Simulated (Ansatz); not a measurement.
# Lutetium, hcp: convergence with Gaussian smearing

Computed with Ansatz, LDA, scalar-relativistic PAW, on the relaxed cell (a = 3.382 Å, c = 5.252 Å (c/a = 1.553); spin not included). Errors count from a run at 420 eV on a Γ-centred 18×18×10 mesh with Fermi-Dirac smearing of 0.1 eV, extrapolated to zero width. Fixed here: cutoff 420 eV, mesh 11×11×6. The SCF starts from atomic densities corrected by a trained network.

```
width (eV)  E(σ→0) error (meV/atom)  F error (meV/atom)  P (GPa)  SCF iterations
      0.01                     -3.5                -3.5    -0.34               8
       0.1                     -3.2                -6.0    -0.21               8
       0.2                     -1.7               -15.8    -0.09               8
       0.3                     -1.2               -33.9     0.04               8
       0.6                    -11.0              -125.1     0.47               8
       1.0                    -29.7              -314.8     1.33               8
```

What does the run at 0.03 give (width)?

E(σ→0) error (meV/atom): -3.5; F error (meV/atom): -3.7; P (GPa): -0.31; SCF iterations: 8.
